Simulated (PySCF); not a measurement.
Compound: 2(5H)-furanone, C4H4O2.
Bonds: O1–C2 (double), C2–C3, C3–C4 (double), C4–C5, C5–O6, C2–O6. Hydrogens: H7 on C3; H8 on C4; H9, H10 on C5.

The closed-shell ground state was solved at several levels (PySCF, density fitting, gas phase, non-relativistic). Geometry: GFN2-xTB; no solvent, vibrations or thermal averaging.

```
              level  basis functions  total energy (Eh)  HOMO (eV)  LUMO (eV)  gap (eV)  dipole (D)
CAM-B3LYP/def2-SVPD              158          -304.9274      -9.60      -0.32      9.28        5.27
        B3LYP/pcJ-1              202          -305.2760      -7.71      -1.60      6.11        5.09
```

Estimate the row for PBE0/pcSseg-1, a basis of 122 functions; the other rows only guide the guess.

Total energy -304.8952 Eh, HOMO -8.01 eV, LUMO -1.40 eV, gap 6.61 eV, dipole 5.09 D.

Over all these levels, which gives the widest orbital gap and which the narrowest?

CAM-B3LYP/def2-SVPD (range-separated hybrid) has the widest, 9.28 eV, and B3LYP/pcJ-1 (global hybrid, 20 % exact exchange) the narrowest, 6.11 eV. Functional and basis both differ between the two, so the spread mixes both effects.

How far do the dipole and the HOMO energy spread over the levels?

The dipole runs from 5.09 to 5.27 D (mean 5.15 D) and the HOMO from -9.60 to -7.71 eV.
